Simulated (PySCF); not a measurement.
## Stretching AlSi

Set-up: PySCF, no relativity, basis sets Al 6-311G(d,p), Si 6-311G(d,p). Energies in eV from Al + Si in their ground configurations at the same level. State: ⁴Σ⁻ (quartet), unpaired electrons σ ↑, π ↑↑.

All columns are PBE0. A positive dipole means Al(−)Si(+).

| R (Å) | E (eV) | μ (D) | Mulliken charge on Al (basis-dependent) | HOMO (eV) | LUMO (eV) | Mayer bond order | ⟨S²⟩ |
| --- | --- | --- | --- | --- | --- | --- | --- |
| 2.091 | -1.900 | -1.04 | 0.10 | -5.64 | -3.11 | 1.68 | 3.75 |
| 2.188 | -2.253 | -1.16 | 0.12 | -5.70 | -2.99 | 1.62 | 3.75 |
| 2.285 | -2.445 | -1.30 | 0.14 | -5.75 | -2.88 | 1.55 | 3.75 |
| 2.358 | -2.511 | -1.42 | 0.16 | -5.78 | -2.81 | 1.49 | 3.75 |
| 2.431 | -2.529 | -1.56 | 0.17 | -5.80 | -2.80 | 1.44 | 3.75 |
| 2.504 | -2.509 | -1.71 | 0.18 | -5.74 | -2.80 | 1.39 | 3.75 |
| 2.601 | -2.442 | -1.94 | 0.20 | -5.61 | -2.79 | 1.32 | 3.75 |
| 2.723 | -2.315 | -2.25 | 0.22 | -5.47 | -2.78 | 1.25 | 3.75 |
| 2.869 | -2.126 | -2.65 | 0.23 | -5.31 | -2.75 | 1.19 | 3.75 |
| 3.063 | -1.849 | -3.19 | 0.25 | -5.12 | -2.70 | 1.11 | 3.75 |

A fit through these points gives, at Re = 2.426 Å, μ = -1.55 D and dμ/dR = -2.01 D/Å; the reduced mass is 13.74 u.

**Question.** How strong is the fundamental in the double-harmonic approximation, I = 42.26·(dμ/dR)²/μred km/mol?

**Answer.** I = 42.26·(-2.01)²/13.74 = 12.4 km/mol at PBE0.

The state was picked by a PBE0 search and need not be the measured ground state.
